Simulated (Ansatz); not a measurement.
Cartesian coordinates in Å:
```
C 0.006 0.415 0.296
F 0.502 -0.782 0.410
H -0.508 0.368 -0.706
```

Total charge 0; spin multiplicity 1.

(1) List the CAM-B3LYP/def2-TZVPP orbital energies in eV (Ansatz). (An estimate is asked.)

Answers

(1) The calculation gave: Occupied: -675.68, -282.47, -37.46, -21.00, -16.99, -16.12, -14.90, -8.78. Lowest empty: -1.49, 2.88, 3.74, 6.60, 7.07, 7.47, 10.48, 12.75.
